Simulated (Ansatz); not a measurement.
Species: C₄H₅, charge 0, multiplicity 2. It need not be the lowest isomer of its formula. 
Coordinates optimised at B3LYP-D3(BJ)/def2-TZVP (Ansatz, a quantum-chemistry and plane-wave program):
```xyz
9

C      0.0558     1.1575     0.2832
C      0.0638    -1.1629     0.2583
C      0.7649     0.0061    -0.3252
C     -0.6769     0.0017    -0.3769
H      0.0231     1.2812     1.3661
H      0.0625     2.0844    -0.2786
H      0.0320    -1.3100     1.3383
H      0.0768    -2.0775    -0.3233
H     -1.4401     0.0072    -1.1389
```
Charge 0, spin multiplicity 2.

Total electronic energies in hartree. Cores are frozen in the correlated levels unless marked. UHF or UKS for open shells. Spin-orbit coupling is left out. Non-relativistic. Basis-set limits of correlation are two-point, X^-3; Hartree-Fock from the larger set. [CCSD(T)-MP2]/basis is that difference in the basis named.

```
level                                                     program  energy (Eh)
-------------------------------------------------  --------------  -----------
HF/aug-cc-pVDZ                                             Ansatz   -154.23577
r2SCAN/def2-TZVPD                                          Ansatz   (withheld)
B97M-V/def2-TZVPD                                          Ansatz   -155.32588
PBE0/def2-SVP                                              Ansatz   -154.96729
PBE0-D4/def2-TZVPD                                 Ansatz + dftd4   (withheld)
BHLYP-D3(BJ)/def2-TZVPD                            Ansatz + dftd3   -155.22151
HSE06/def2-TZVPD                                           Ansatz   -155.12080
CAM-B3LYP-D4/def2-TZVPD                            Ansatz + dftd4   -155.22693
CAM-B3LYP/def2-TZVPD                                       Ansatz   -155.22278
LC-wPBE-D3(BJ)/def2-TZVPD                          Ansatz + dftd3   -155.22086
B2GP-PLYP/def2-TZVPD                                       Ansatz   -155.13185
B2PLYP-D4/def2-TZVPD                               Ansatz + dftd4   -155.16863
RI-MP2/cc-pVQZ                                             Ansatz   -154.95152
RI-MP2/CBS(cc-pVTZ,cc-pVQZ)                                Ansatz    -154.9802
RI-MP2/CBS(cc-pVTZ,cc-pVQZ)+[CCSD(T)-MP2]/cc-pVTZ          Ansatz    -155.0404
```

Some entries are withheld; supply them.


- r2SCAN/def2-TZVPD, energy (Eh): -155.22537
- PBE0-D4/def2-TZVPD, energy (Eh): -155.13465
